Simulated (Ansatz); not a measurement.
Energy needed to pull apart CH3O (SMILES [CH2]O), doublet, into free ground-state atoms, from the structure below (displaced at random from a GFN2-xTB minimum); no zero-point or spin–orbit terms; open-shell atoms are treated unrestricted, in their ground-state multiplicity.

```
5
angstrom
C -0.4592 -0.2409 -0.0393
O 0.3417 0.9142 0.2074
H -1.4059 -0.1579 -0.2423
H 0.3555 -1.1447 -0.2351
H 1.2670 0.9712 0.3447
```

Ansatz 0.2.0; basis: def2-TZVPP; cores frozen in the correlated methods; orbitals are unrestricted.

```
   method  atomization energy (kJ/mol)
    SPW92                         1887
   PBE-D4                         1660
r2SCAN-D4                         1622
  PBE0-D4                         1609
  LC-wPBE                         1610
  wB97M-V                         1610
       HF                         1096
      MP2                            ?
     CCSD                            ?
  CCSD(T)                         1557
```

Question: What does MP2 give? (Judge from chemistry; the value comes from the calculation.)

Answer: By the calculation: 1578 kJ/mol, which is about 21 kJ/mol more than CCSD(T)/def2-TZVPP.

Question: What does CCSD give? (An estimate is asked for; the value comes from the calculation.)

Answer: The calculation gives: 1532 kJ/mol, which is about 25 kJ/mol less than CCSD(T)/def2-TZVPP.

In triple zeta the MP2 and coupled-cluster atomization energies are still short of their basis limit by a few kcal/mol a bond, whereas those of the functionals are nearly converged, so these differences are not deviations from converged CCSD(T).

T1 diagnostic: at most 0.018. ⟨S²⟩ of the unrestricted Hartree–Fock references: 0.77 (a pure state has 0.75).

For scale, one of the runs: CCSD(T)/def2-TZVPP forces, 104 basis functions (an equivalent command: `ansatz run in.yaml --threads 4`). The run took 21 s on 4 CPU threads (shared host), with 1.3 GiB of host memory at its peak.
